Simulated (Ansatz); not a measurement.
# CHAl: the cost of one run

Program: Ansatz 0.2.0, Gaussian basis. Level of theory: def2-QZVPP, core rule «outside noble gas», up to 6 orbitals frozen. These are calculated values, not measurements.

The runs, in order: UHF; ROHF; CCSD(T) on UHF.

2 further runs of the same task are left out: 2 set aside as unsound or not needed.

## 1. The system

The geometry is a PBE0/def2-TZVP stationary point (not a proven minimum) of the parent state, kept for this charge and spin.

3 atoms, charge 0, spin multiplicity 3.

Atoms are counted from 1 here; the program's logs count them from 0.

Bond lengths: Al1–C2 1.850 Å, C2–H3 1.096 Å. Angles: Al1–C2–H3 134.6°.

## 2. UHF

in.yaml

```yaml
crystal:
  periodic: [false, false, false]
  atoms:
    - {symbol: Al, position_ang: [0.000000, 0.033682, 0.621048]}
    - {symbol: C, position_ang: [0.000000, -0.124908, -1.222629]}
    - {symbol: H, position_ang: [0.000000, 0.586788, -2.055880]}
basis:
  gaussian: {orbitals: "def2-QZVPP.json"}
magnetization: {spin_polarized: true, initial_magnetization: 2}
hamiltonian: {xc: hf}
output: {orbitals: {seedname: orbitals}}
```

The run is started by

```console
ansatz run in.yaml --threads 1 --pin off --events-out ev --progress --plain --max-ram 2393MiB
```

What time and memory should one allow on 1 thread of Arm Neoverse V1, shared host?

About 7.5 s, with a peak of 0.29 GiB.
